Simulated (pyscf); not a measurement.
A first-order saddle from PySCF, ωB97X-D3(BJ)/def2-SVP:

```xyz
10

C      0.7903    -1.2460     0.4707
Si     0.2551     0.4456     1.0306
H      0.8693    -1.9253     1.3344
H      0.0339    -1.6499    -0.2206
H      1.7420    -1.1906    -0.0745
H      1.1851     1.4972     1.4932
H     -0.6716     0.2225     2.1960
H     -1.2318     1.0367     0.3558
Cl     0.7480     1.2950    -1.3060
H     -0.7012     1.2047    -0.3448
```

Surface: singlet, charge 0. Lowest wavenumbers (cm⁻¹): 923i, 135, 185, 252, 368.

**Question.** Name the species on either side of this saddle.

**Answer.** `[CH3][SiH3]` + `[ClH]` ⇌ `[CH3][SiH2][Cl]` + `[H][H]`, a four-centre exchange read from left to right: H–Si, Cl–H broken and Cl–Si, H–H formed. At ωB97M-D3(BJ)/def2-TZVP it lies +141.8 kJ/mol from the left side and +223.6 kJ/mol from the right (each side as separated species at their lowest minima found). One saddle was located; it need not be the lowest between these sides.
